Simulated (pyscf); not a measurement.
This saddle point was located with ωB97X-D3(BJ)/def2-SVP in PySCF.

```xyz
7

O     -0.9135    -0.1930     1.3986
B     -1.3025     0.0501     0.1247
F     -0.6973    -0.9557    -0.9537
F     -2.5776     0.2819    -0.1587
H      0.0277    -0.3477     1.5185
F     -0.3900     1.0981    -0.6571
H     -0.2581     0.0872    -1.2138
```
Charge 0, spin multiplicity 1.

Surface: singlet, charge 0. Lowest wavenumbers (cm⁻¹): 937i, 227, 371, 391, 410.

Question: Name the species on either side of this saddle.

Answer: HO–B(F)–F + hydrogen fluoride (HF) ⇌ HO–B(F)–F + hydrogen fluoride (HF), a four-centre exchange read from left to right: B–F, F–H broken and B–F, F–H formed. At CCSD(T)/def2-TZVPP + ΔMP2(QZVPP) it lies +25.0 kcal/mol from the left side and +25.0 kcal/mol from the right (each side as separated species at their lowest minima found). The same reactants have a lower exit, to F–B(F)–F + H₂O (barrier +12.8 kcal/mol at ωB97M-D3(BJ), against +21.9 kcal/mol here). This is the saddle that the search found; another between the same sides may lie lower. The CCSD(T) − MP2 part came from Ansatz, without density fitting, on the same reference.
